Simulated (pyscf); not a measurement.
H₂N–SiH₃ + NH₂• -> H₂N–SiH₂• + NH₃, a hydrogen abstraction (doublet surface; H–Si broken, H–N formed). Single points on ωB97X-D3(BJ)/def2-SVP structures (PySCF, gas phase). Correlated levels are frozen-core, on RHF or UHF. ΔMP2 is the change of the MP2 total energy from the triple- to the quadruple-zeta basis. Energies in eV from the separated reactants.

Small-basis levels: PySCF, no dispersion term, spherical d functions. Open shells are spin-unrestricted. 

Problem. In single points SVWN5/6-31G* puts the saddle at -0.63 eV and the reaction energy at -1.29 eV. Should these be trusted to within a few kcal/mol? Compare with CCSD(T)/def2-TZVPP + ΔMP2(QZVPP).

Solution. CCSD(T)/def2-TZVPP + ΔMP2(QZVPP) gives ΔE‡ = 0.24 eV and ΔE = -0.84 eV. SVWN5/6-31G* lies 0.87 eV under it in the barrier and 0.45 eV under it in the reaction energy, so on this step it does not hold to within 0.13 eV. At SVWN5/6-31G* this geometry lies under one side, so its ΔE‡ may be no barrier of that level. CCSD(T)/def2-TZVPP + ΔMP2(QZVPP) has limits of its own. One saddle was located; it need not be the lowest between these sides. The angle at the transferred H is 158°. The CCSD(T) − MP2 part came from Ansatz, without density fitting, on the same reference.
